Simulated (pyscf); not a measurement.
Thermochemistry of product channels of HO–Si:–OH [singlet] + ammonia (NH₃) on the singlet surface, in kJ/mol, from ωB97M-D3(BJ)/def2-TZVP energies (ideal gas, 1 atm, RRHO with modes under 100 cm⁻¹ raised to 100, one conformer, R ln 2 for chiral ones without a mode under 150 cm⁻¹). Structures and frequencies: ωB97X-D3(BJ)/def2-SVP in PySCF.

```json
[
 {"products": "H₂N–Si(=O)–OH + hydrogen (H₂)", "ΔE": "___", "ΔH(298 K)": "-47.1", "ΔG(298 K)": "-36.9", "ΔG(600 K)": "-28.4"},
 {"products": "H₂N–SiH(OH)–OH", "ΔE": "___", "ΔH(298 K)": "-192.9", "ΔG(298 K)": "-151.3", "ΔG(600 K)": "-110.4"}
]
```

Task: What belongs in the gaps?

Result: 
- H₂N–Si(=O)–OH + hydrogen (H₂), ΔE: -29.2
- H₂N–SiH(OH)–OH, ΔE: -191.8

These are energies of the channels, which say nothing of barriers.
